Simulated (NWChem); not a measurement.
# Correlation energy of Al (+1)

```
Al
```
Charge +1, spin multiplicity 1.

Everything below was run with NWChem.

Basis set: def2-TZVP. Each correlation energy counts from its own Hartree-Fock reference.

The correlated methods keep 5 core orbitals frozen. Coupled-cluster values serve here as a point of comparison, not as the truth.

```json
[
 {"method": "CCSD", "correlation energy (mHa)": "-39.3"},
 {"method": "CR-CCSD[T]", "correlation energy (mHa)": "-39.3"},
 {"method": "SCS-MP2", "correlation energy (mHa)": "?"},
 {"method": "CCSDT", "correlation energy (mHa)": "-39.3"},
 {"method": "CR-CCSD(T)", "correlation energy (mHa)": "-39.3"},
 {"method": "MP2", "correlation energy (mHa)": "?"}
]
```

Task: Some entries are withheld; supply them.

Result: 
- SCS-MP2, correlation energy (mHa): -32.7
- MP2, correlation energy (mHa): -27.3
